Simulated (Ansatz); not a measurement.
`C1=CCOC1`: the same geometry under several functionals.

```yaml
crystal:
  periodic: [false, false, false]
  atoms:
    - {symbol: C, position_ang: [-0.692278, 0.810221, -0.313317]}
    - {symbol: C, position_ang: [-0.773484, 0.087697, 0.792404]}
    - {symbol: C, position_ang: [0.350381, -0.893240, 0.834599]}
    - {symbol: O, position_ang: [1.088449, -0.662837, -0.353189]}
    - {symbol: C, position_ang: [0.493159, 0.377277, -1.109802]}
    - {symbol: H, position_ang: [-1.364711, 1.599591, -0.622388]}
    - {symbol: H, position_ang: [-1.525435, 0.169514, 1.566143]}
    - {symbol: H, position_ang: [-0.004467, -1.933597, 0.858340]}
    - {symbol: H, position_ang: [0.998614, -0.748729, 1.710666]}
    - {symbol: H, position_ang: [1.216658, 1.191506, -1.258673]}
    - {symbol: H, position_ang: [0.213115, 0.002587, -2.104792]}
basis:
  gaussian: {orbitals: def2-TZVPP}
hamiltonian: {xc: {name: wB97X-V}}
output: {orbitals: {seedname: orbitals}}
```

```sh
$ ansatz run in.yaml --threads 4 --pin off --events-out ev --progress --plain --max-ram 10444MiB
```

It prints (some lines left out):

```
Functional definition: wB97X-V
1225 factors; their error is unknown
309 factors; integrals over basis functions are off by at most 7.9e-6 eV
mean field evaluation 1: about -6288.5967 eV, gradient 4.2e1 eV
mean field evaluation 2: about -6290.1983 eV, gradient 3.5e1 eV
mean field evaluation 4: about -6292.3519 eV, gradient 2.2e0 eV
mean field evaluation 8: about -6292.3559 eV, gradient 8.8e-2 eV
mean field -6292.35590678 eV, -231.2398144620 hartree, gradient 2.5e-5 eV, S^2 0.000000; 0 other end points of the search recorded, 0 dependent functions left out
reference -6292.35590487 eV, -231.2398143921 hartree; 19, 19 occupied and 220, 220 virtual orbitals, 1225 factors
Total energy: -6292.35590487 eV, -231.2398143921 hartree
```

Hardware: 4 threads of an AMD EPYC 9R14 on a shared host. Wall time 3.9 s, peak host memory 0.63 GiB.

With the line `hamiltonian: {xc: r2scan, dispersion: d4}` and forces (abridged; 2.3 s):

```
Functional definition: r2SCAN
mean field evaluation 16: about -6290.5680 eV, gradient 7.3e-4 eV
mean field -6290.56801318 eV, -231.1741105842 hartree, gradient 5.2e-5 eV, S^2 0.000000
Total energy: -6290.61819887 eV, -231.1759548745 hartree
Atom 0 force    -0.067080     0.159765    -0.143793 eV/Å
Atom 1 force    -0.091859    -0.062082     0.196001 eV/Å
Atom 2 force    -0.132065    -0.080710     0.267653 eV/Å
Atom 3 force     0.336783    -0.205426    -0.109498 eV/Å
Atom 4 force    -0.098079     0.220625    -0.193118 eV/Å
Atom 5 force     0.005354    -0.004061    -0.000993 eV/Å
Atom 6 force     0.005489    -0.002860    -0.002771 eV/Å
Atom 7 force     0.001938    -0.026551     0.008169 eV/Å
Atom 8 force     0.016211    -0.009080     0.020325 eV/Å
Atom 9 force     0.018806     0.013790    -0.014727 eV/Å
Atom 10 force     0.004501    -0.003408    -0.027246 eV/Å
Dipole moment:    -0.261230     0.158766     0.084559 e Å
```

With the line `hamiltonian: {xc: {name: B97M-V}}` (abridged; 4 s):

```
Functional definition: B97M-V
mean field evaluation 16: about -6293.7182 eV, gradient 3.1e-4 eV
mean field -6293.71822612 eV, -231.2898787744 hartree, gradient 4.0e-5 eV, S^2 0.000000
Total energy: -6293.71828338 eV, -231.2898808788 hartree
```

Changing it to `hamiltonian: {xc: {name: PBE-QIDH}}` (abridged; 3.4 s):

```
Functional definition: PBE-QIDH
mean field evaluation 16: about -6276.8960 eV, gradient 2.8e-5 eV
mean field -6276.89601530 eV, -230.6716739294 hartree, gradient 6.1e-6 eV, S^2 0.000000
5 core orbitals not correlated: weight in the atoms' cores, before any rotation towards them, 1.000 or more for the frozen orbitals, at most 0.000 for the correlated occupied ones
second order -27.01520213 eV of doubles, -0.00000000 eV of singles
Total energy: -6285.90109478 eV, -231.0026044963 hartree
```

With the line `hamiltonian: {xc: hse06, dispersion: d4}` (abridged; 1.9 s):

```
Functional definition: HSE06
mean field evaluation 16: about -6286.5371 eV, gradient 6.8e-6 eV
mean field -6286.53706987 eV, -231.0259761497 hartree, gradient 6.8e-6 eV, S^2 0.000000
Total energy: -6286.69313218 eV, -231.0317113338 hartree
```

With the line `hamiltonian: {xc: {name: BLYP}, dispersion: d4}` (abridged; 1.1 s):

```
Functional definition: BLYP
mean field evaluation 16: about -6291.7567 eV, gradient 1.3e-4 eV
mean field -6291.75670934 eV, -231.2177943623 hartree, gradient 5.3e-5 eV, S^2 0.000000
Total energy: -6292.22815026 eV, -231.2351194966 hartree
```

HSE06 is the plane-wave form, built on full-range PBE exchange.
